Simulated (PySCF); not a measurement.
**Computed data sheet: malonic acid (`O=C(O)CC(=O)O`)**

Malonic acid, C₃H₄O₄.
Z-matrix (Å and degrees, GFN2-xTB geometry), rows numbered from 1:
```
O 
C   1  1.1980
O   2  1.3310  1  123.63
C   2  1.5189  1  125.13  3  -179.32
C   4  1.5190  2  107.60  1    73.78
O   5  1.1980  4  125.02  2    73.87
O   5  1.3310  4  111.36  2  -105.58
H   3  0.9708  2  111.16  1    -2.22
H   4  1.0887  2  108.79  1  -167.61
H   4  1.0885  2  109.57  1   -44.54
H   7  0.9708  5  111.10  4   177.49
```

Structural features include: carboxylic acid.

GFN2-xTB geometry:

| Item | Value |
| --- | --- |
| Point group of the GFN2-xTB geometry | C2 |
| Rotational constants A, B, C of the GFN2-xTB geometry | 4.995, 1.873, 1.594 GHz |

CAM-B3LYP/def2-SVPD ground state and vertical TDDFT (core frozen in the response) (PySCF):

| Item | Value |
| --- | --- |
| Dipole moment | 1.34 D |
| HOMO energy | -10.02 eV |
| LUMO energy | 0.38 eV |
| HOMO–LUMO gap | 10.40 eV |
| Lowest singlet excitation | 5.79 eV (214 nm, f = 0.003) |
| Strongest line among the 8 lowest singlet transitions | S8 at 8.49 eV (146 nm, f = 0.181) |
| Lowest triplet excitation (Tamm–Dancoff) | 5.29 eV |
| Static isotropic polarisability | 50.5 au |
| Electronic spatial extent ⟨r²⟩ about the centre of nuclear charge | 743 bohr² |

Monoisotopic mass (most abundant isotopes): 104.0110 u.

The rotational constants make it an asymmetric top with κ = (2B − A − C)/(A − C) = -0.84, nearer the prolate limit (−1). A dipole of 1.34 D is allowed in C2, and pure rotational transitions are dipole-allowed. The largest Löwdin shares of the HOMO are 0.34 on O1, 0.34 on O6 and 0.10 on C4. The 8 singlets span 5.79 to 8.49 eV, and their oscillator strengths add up to 0.35. With B = h/(8π²I), that is 505.379 GHz u Å² over I, the principal moments of inertia are 101.2, 269.8 and 317.0 u Å² (most abundant isotopes); the inertial defect Ic − Ia − Ib is -54.0 u Å² (zero for a rigid planar frame, negative otherwise). The dipole equals about 4.5 × 10⁻³⁰ C·m (1 D = 3.33564 × 10⁻³⁰ C·m).

Isolated species at its GFN2-xTB geometry (one conformer only).
